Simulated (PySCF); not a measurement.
H2Si, SMILES [SiH2] (connectivity only; charge and spin as stated), charge +1, multiplicity 2.

The structure is a stationary point at PBE0-D3(BJ)/def2-TZVPD. The isomer is the one that the SMILES or the coordinates give; other isomers of the formula were not compared.

Level of theory: PBE/def2-TZVPD in PySCF.

Gas-phase values at a fixed geometry.

```yaml
total_energy: -290.12949 hartree
point_group: C2v
"α spin, highest occupied and lowest empty level": -13.73 and -11.68 eV
"β spin, highest occupied and lowest empty level": -16.32 and -11.80 eV
dipole_moment_about_the_centre_of_nuclear_charge: 0.04 D
mean_static_polarisability: 21.8 bohr³ (3.23 Å³)
polarisability_principal_values: 19.5, 20.4, 25.4 bohr³
"⟨S²⟩": 0.752 (pure state 0.75)
```
